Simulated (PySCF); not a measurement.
Structure with atom numbers: `[O:1]=[S:2](=[O:3])([F:4])[F:5]`.

Geometry: PBE0-D3(BJ)/def2-SVP; GIAO absolute shieldings from PySCF 2.14.0 with density-fitted response routines, gas phase, non-relativistic, averaged over equivalent atoms.

At PBE0/aug-cc-pVDZ (119 basis functions, 5.5 s wall time on 1 thread of an Arm Neoverse V1, shared host):
| atoms | σ (ppm) |
| --- | --- |
| O1/O3 | 108.9 |
| S2 | 259.7 |
| F4/F5 | 126.3 |

**Question.** Estimate the result of repeating the calculation with PBE0/IGLO-III.

**Answer.** 
```json
{"atoms": "O1/O3", "σ at PBE0/IGLO-III": "81.8", "change": "-27.1"}
{"atoms": "S2", "σ at PBE0/IGLO-III": "182.9", "change": "-76.8"}
{"atoms": "F4/F5", "σ at PBE0/IGLO-III": "96.8", "change": "-29.5"}
```

The largest change is at S2 (sulfonyl sulfur). Cost: 184 basis functions, 9.1 s wall time on 1 thread of an Arm Neoverse V1, shared host.
